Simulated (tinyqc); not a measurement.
CID on RHF in the sto-3g basis, frozen core, for LiH, spin multiplicity 1, step by step. One step of it, computed by the program tinyqc.

Problem. Orthogonalisation. S = U s U^T; symmetric (Loewdin) form X = U s^(-1/2) U^T, so that X^T S X = 1.

overlap S:
```
           1Li 1s    1Li 2s   1Li 2px   1Li 2py   1Li 2pz     2H 1s
1Li 1s   1.000000  0.241137  0.000000  0.000000  0.000000  0.025481
1Li 2s   0.241137  1.000000  0.000000  0.000000  0.000000  0.290555
1Li 2px  0.000000  0.000000  1.000000  0.000000  0.000000  0.000000
1Li 2py  0.000000  0.000000  0.000000  1.000000  0.000000  0.000000
1Li 2pz  0.000000  0.000000  0.000000  0.000000  1.000000  0.412638
2H 1s    0.025481  0.290555  0.000000  0.000000  0.412638  1.000000
```

Give: eigenvalues of S; X.

Solution.

eigenvalues of S: 0.480  0.804  1.000  1.000  1.182  1.534

X:
```
         1Li 1s  1Li 2s  1Li 2px  1Li 2py  1Li 2pz   2H 1s
1Li 1s    1.023  -0.130    0.000    0.000   -0.007   0.018
1Li 2s   -0.130   1.064    0.000    0.000    0.057  -0.179
1Li 2px   0.000   0.000    1.000    0.000    0.000   0.000
1Li 2py   0.000   0.000    0.000    1.000    0.000   0.000
1Li 2pz  -0.007   0.057    0.000    0.000    1.079  -0.248
2H 1s     0.018  -0.179    0.000    0.000   -0.248   1.119
```
